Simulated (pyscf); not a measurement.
**Routes from [HC–N=CH₂] [singlet] + H₂**

Candidate steps break at most two bonds and form at most two. Each was searched with GFN2-xTB (tblite) first. PySCF, gas phase, ωB97X-D3(BJ)/def2-SVP geometries. Energies: ωB97M-D3(BJ)/def2-TZVP, kJ/mol, from the separated reactants, singlet surface; ΔG‡ with ideal gas, 1 atm, RRHO with modes under 100 cm⁻¹ raised to 100, one conformer, R ln 2 for chiral ones without a mode under 150 cm⁻¹.

```tsv
products	type	ΔE‡	ΔE	ΔG‡ 298 K	ΔG‡ 900 K	ν‡ (cm⁻¹)
H₂C=N–CH₃	addition across a multiple bond or ene-type step (H–H broken, C–H, C–H formed)	65.7	-266.1	109.0	188.0	872i
H₂C=N–CH₃	insertion (H–H broken, C–H, C–H formed)	93.2	-266.1	132.7	206.2	1075i
```

Plain bond fissions and candidates not yet searched are not listed, and one of them may be faster. Each barrier is that of the saddle found; lower ones may exist.
